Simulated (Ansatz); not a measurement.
Barrier from CH4 (methane, SMILES C) + NH (SMILES [NH], triplet) to the saddle point below; all geometries are those of the HTBH38 set.
```
C
H 1 1.0835
H 1 1.0835 2 114.60
H 1 1.0835 2 114.60 3 -135.39
H 1 1.3953 2 101.55 3 112.38
N 5 1.2118 1 174.46 2 -176.62
H 6 1.0316 5 99.32 1 -0.92
```
Charge 0, spin multiplicity 3.

Wanted: barrier height (electronic, no zero-point energy), in kcal/mol. UHF or UKS for unpaired electrons; spin-orbit terms are left out. Correlated methods leave the cores frozen. Rows without X2C or -DK are non-relativistic. CBS(X,Y): correlation extrapolated as X^-3, Hartree-Fock from the larger set. A bracket is a step between two methods taken in the basis named. The functionals are non-relativistic, so their misses hold any scalar relativity. 'core' is core correlation in cc-pwCVTZ, 'X2C' scalar relativity in cc-pVTZ-DK, both at CCSD(T). The UHF reference of CH5N (saddle point or complex, triplet) is spin-contaminated (<S^2> up to 0.06 over the pure value in the sets run).

Published benchmark value: 22.4 kcal/mol (Zhao et al., J. Phys. Chem. A 109, 2012 (2005), HTBH38), a best estimate, not a measurement.

```json
[
 {"level": "r2SCAN/def2-TZVPD", "program": "Ansatz", "barrier height (kcal/mol)": "13.5", "difference against that value": "-8.9"},
 {"level": "CAM-B3LYP/def2-TZVPD", "program": "Ansatz", "barrier height (kcal/mol)": "18.7", "difference against that value": "-3.7"},
 {"level": "wB97M-V/def2-TZVPD", "program": "Ansatz", "barrier height (kcal/mol)": "20.9", "difference against that value": "-1.5"},
 {"level": "CCSD/aug-cc-pVQZ", "program": "Ansatz", "barrier height (kcal/mol)": "24.5", "difference against that value": "2.1"},
 {"level": "CCSDT(Q)/aug-cc-pVDZ", "program": "Ansatz", "barrier height (kcal/mol)": "22.8", "difference against that value": "0.4"},
 {"level": "CCSD(T)/CBS(aug-cc-pVTZ,aug-cc-pVQZ) + [CCSDT(Q) - CCSD(T)]/aug-cc-pVDZ + core + X2C", "program": "Ansatz", "barrier height (kcal/mol)": "21.7", "difference against that value": "-0.7"}
]
```

Ansatz is a first-principles code.
